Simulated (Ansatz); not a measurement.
Ansatz (an electronic-structure program) input (B3LYP/6-31+G*): The .json file is the Basis Set Exchange's 6-31+G*.

Ansatz 0.2 input:
```yaml
crystal:
  periodic: [false, false, false]
  atoms:
    - {symbol: C, position_ang: [0.00120855, 0.02708658, 0.35198259]}
    - {symbol: H, position_ang: [0.00587364, -0.08304392, 1.45078206]}
    - {symbol: C, position_ang: [-0.00664579, 1.48103266, 0.03757694]}
    - {symbol: H, position_ang: [-0.93626071, 2.03281437, -0.01005973]}
    - {symbol: H, position_ang: [0.91748488, 2.04131070, -0.01707847]}
    - {symbol: C, position_ang: [1.26857642, -0.66006722, -0.16919792]}
    - {symbol: H, position_ang: [1.30800293, -0.61547010, -1.26008847]}
    - {symbol: H, position_ang: [2.16712783, -0.17716068, 0.21971490]}
    - {symbol: H, position_ang: [1.29371115, -1.71022549, 0.12827181]}
    - {symbol: C, position_ang: [-1.26371755, -0.67167357, -0.15961002]}
    - {symbol: H, position_ang: [-1.31181055, -0.62747758, -1.25016920]}
    - {symbol: H, position_ang: [-1.27697189, -1.72200779, 0.13800506]}
    - {symbol: H, position_ang: [-2.16368700, -0.19701026, 0.23611246]}
basis:
  gaussian:
    orbitals: 6-31+G_.json
hamiltonian:
  xc: {name: B3LYP}
magnetization: {spin_polarized: true, initial_magnetization: 1}
output: {forces: true}
```

Output:

```
WARN ansatz: RAYON_NUM_THREADS=1 ignored (pool sized by the plan → 1); use --threads N
Functional definition: B3LYP
integrals: 0.05 GiB planned
963 factors; integrals over basis functions are off by at most 5.6e-4 eV
mean field: 0.48 GiB planned
mean field evaluation 1: about -4281.1471 eV, gradient 5.0e1 eV
mean field evaluation 2: about -4269.7287 eV, gradient 6.7e1 eV
mean field evaluation 4: about -4293.4376 eV, gradient 3.4e0 eV
mean field evaluation 8: about -4293.7545 eV, gradient 8.3e-2 eV
mean field evaluation 16: about -4293.7546 eV, gradient 6.1e-5 eV
mean field -4293.75458292 eV, -157.7925705108 hartree, gradient 2.8e-5 eV, S^2 0.753778; 0 other end points of the search recorded, 0 dependent functions left out
the calculation of the forces begins
reference -4293.75493892 eV, -157.7925835938 hartree; 17, 16 occupied and 77, 78 virtual orbitals, 963 factors
Total energy: -4293.75493892 eV, -157.7925835938 hartree
Atom 0 at     0.001209     0.027087     0.351983 Å, force     0.000403    -0.050263     0.045496 eV/Å
Atom 1 at     0.005874    -0.083044     1.450782 Å, force     0.000711    -0.028036     0.153725 eV/Å
Atom 2 at    -0.006646     1.481033     0.037577 Å, force    -0.000424     0.058183    -0.041679 eV/Å
Atom 3 at    -0.936261     2.032814    -0.010060 Å, force    -0.140570     0.112705    -0.008819 eV/Å
Atom 4 at     0.917485     2.041311    -0.017078 Å, force     0.139461     0.113989    -0.009879 eV/Å
Atom 5 at     1.268576    -0.660067    -0.169198 Å, force    -0.005832     0.004944    -0.001753 eV/Å
Atom 6 at     1.308003    -0.615470    -1.260088 Å, force     0.023577    -0.002095    -0.169413 eV/Å
Atom 7 at     2.167128    -0.177161     0.219715 Å, force     0.157128     0.064660     0.056967 eV/Å
Atom 8 at     1.293711    -1.710225     0.128272 Å, force     0.021207    -0.169901     0.044035 eV/Å
Atom 9 at    -1.263718    -0.671674    -0.159610 Å, force     0.005773     0.004997    -0.001797 eV/Å
Atom 10 at    -1.311811    -0.627478    -1.250169 Å, force    -0.024839    -0.002317    -0.169229 eV/Å
Atom 11 at    -1.276972    -1.722008     0.138005 Å, force    -0.019315    -0.170087     0.044189 eV/Å
Atom 12 at    -2.163687    -0.197010     0.236112 Å, force    -0.157279     0.063219     0.058157 eV/Å
Dipole moment:     0.000420    -0.046467     0.054718 e Å
```
